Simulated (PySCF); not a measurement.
hydrogen fluoride (FH), SMILES F.

Geometry: B3LYP-D3(BJ)/def2-TZVPD.

Two levels are set side by side: TDA-PBE/def2-TZVPD (PySCF) and TDA-ωB97X/def2-TZVPD (PySCF). Vertical, same geometry. The lowest singlet is HOMO−1→LUMO 100 % with PBE and HOMO→LUMO 92 % with the other functional; states are paired by order. Differences are taken from unrounded values.

```json
[
 {"quantity": "lowest singlet excitation (eV)", "TDA-ωB97X": "10.26"},
 {"quantity": "lowest triplet excitation (TDA) (eV)", "TDA-ωB97X": "9.84"},
 {"quantity": "first bright state (f over 0.05) (eV)", "TDA-ωB97X": "13.67"},
 {"quantity": "its oscillator strength", "TDA-ωB97X": "0.07"}
]
```

### Question
What does TDA-PBE give, and how far is it from TDA-ωB97X? (An estimate is asked for; the answer gives what the named calculation found.)

### Answer

```json
[
 {"quantity": "lowest singlet excitation (eV)", "TDA-PBE": "9.24", "TDA-PBE minus TDA-ωB97X": "-1.02"},
 {"quantity": "lowest triplet excitation (TDA) (eV)", "TDA-PBE": "8.77", "TDA-PBE minus TDA-ωB97X": "-1.07"},
 {"quantity": "first bright state (f over 0.05) (eV)", "TDA-PBE": "13.78", "TDA-PBE minus TDA-ωB97X": "0.11"},
 {"quantity": "its oscillator strength", "TDA-PBE": "0.08", "TDA-PBE minus TDA-ωB97X": "0.01"}
]
```

Functionals without exact exchange tend to place singlet excitations lower, as here. Differences between two approximate levels are no errors against the true value.

Rough cost on one machine, each run with all the roots and properties that it gave: TDA-ωB97X against TDA-PBE within a factor of 2.
